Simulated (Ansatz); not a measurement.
## CH2⁻, doublet: reading a ladder of total energies

Geometry: a PBE0/def2-TZVPD stationary point for this spin, not checked as a minimum.

```tsv
atom	x (Å)	y (Å)	z (Å)
C	0.0000	-0.1029	0.0000
H	0.0000	0.6132	-0.8679
H	0.0000	0.6132	0.8679
```

Basis aug-cc-pVDZ; Ansatz 0.2.0. Only valence electrons are correlated (noble-gas cores frozen), which leaves 7 electrons in 40 orbitals. R marks a restricted (for open shells ROHF) determinant, U an unrestricted one.

Full CI is exact within this basis and frozen core; it isn't the basis-set limit. The frozen core follows each run's orbitals, which can shift R against U totals by a few meV.

Runs differ by some tens of microhartree through their thresholds and, for an open shell, their frozen cores, so steps under 0.1 kcal/mol mean nothing.

```csv
level,total energy (hartree)
UHF,-38.892076
UMP2,-39.038384
UCCSD,-39.058886
UCCSD(T),-39.064697
UCCSDT,-39.065515
UCCSDT(Q),-39.065881
UCCSDTQ,-39.065865
full CI,-39.065868
```

Problem. What is the correlation energy at full CI, and what share of it do UMP2 and UCCSD recover?

Solution. E(corr) = -39.065868 − (-38.892076) = -0.173792 hartree = -4.729 eV. UMP2: -0.146308 / -0.173792 = 84.19 %. UCCSD: -0.166810 / -0.173792 = 95.98 %.

Problem. By how many kcal/mol does UCCSD(T) miss full CI (1 hartree = 627.509 kcal/mol), and which steps make up the rest?

Solution. -39.064697 − (-39.065868) = 0.001171 hartree = 0.73 kcal/mol. Steps: UCCSDT − UCCSD(T) = -0.51, UCCSDT(Q) − UCCSDT = -0.23, UCCSDTQ − UCCSDT(Q) = 0.01, full CI − UCCSDTQ = 0.00 kcal/mol. That is within 1 kcal/mol of the reference in this basis, which itself misses far more of the correlation at the basis-set limit.
